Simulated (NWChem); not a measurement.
**Total energies of oxygen (O$_{2}$)**

```xyz
2

O      0.0000     0.0000     0.6000
O      0.0000     0.0000    -0.6000
```
Charge 0, spin multiplicity 3.

Program: NWChem. Structure: optimised with UB3LYP/def2-SVP, a minimum by its harmonic frequencies.

Basis set: 3-21G (18 functions).

```json
[
 {"method": "UHF", "total energy (Ha)": "-148.76672"},
 {"method": "UMP2", "total energy (Ha)": "-149.00197"},
 {"method": "UB2PLYP", "total energy (Ha)": "-149.31795"},
 {"method": "UPBE", "total energy (Ha)": "-149.32615"},
 {"method": "UB3LYP", "total energy (Ha)": "-149.46963"},
 {"method": "Ur2SCAN", "total energy (Ha)": "-149.40648"}
]
```

Total energies of different functionals aren't comparable as a measure of quality: only differences taken within one method are. 

The correlated methods keep 2 core orbitals frozen. B3LYP has NWChem's definition, with VWN1-RPA local correlation. The unpaired electrons of the parent sit in orbitals of symmetry b2g and b3g (D2h labels of the run); other states weren't searched. The stability of the SCF solutions was not checked. Open-shell Hartree-Fock references start from PBE0 orbitals.
